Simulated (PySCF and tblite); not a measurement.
Results of a calculation; reference values are marked as such.
System: n-vinylformamide, C3H5NO, numbered as in [CH2:1]=[CH:2][NH:3][CH:4]=[O:5].

For the rotation about the C2–N3 bond (torsion C1–C2–N3–C4 from 180° to 360°, rising): electronic barrier 8.19 kcal/mol, zero-point change -0.76 kcal/mol, thermal and entropy terms at 400 K a further 0.34 kcal/mol (symmetry numbers apart). The minimum is Cs, the saddle C1. Geometries: B3LYP-D3(BJ)/def2-SVP; energies: PBE0/pcSseg-2 + D3(BJ); zero-point and thermal terms from GFN2-xTB harmonic modes (soft modes blended into free rotors). Rates follow Eyring's equation with the number of equivalent paths and no tunnelling. (PySCF 2.14 with density fitting, tblite 0.8.)

(1) How many equivalent paths lead out of the minimum?

(2) Work out the rate at 400 K.

## Answers

(1) 2: the symmetry number of the minimum is 1, that of the saddle displaced along its mode 1, and the displaced saddle is chiral while the minimum is not, which doubles the count.

(2) ΔG‡ = 7.77 kcal/mol; k_B T/h = 8.3×10¹² s⁻¹; exp(−ΔG‡/RT) = 5.7×10⁻⁵; times 2 gives k = 9.5×10⁸ s⁻¹. Wigner's tunnelling factor for the 175i cm⁻¹ mode would be 1.02.
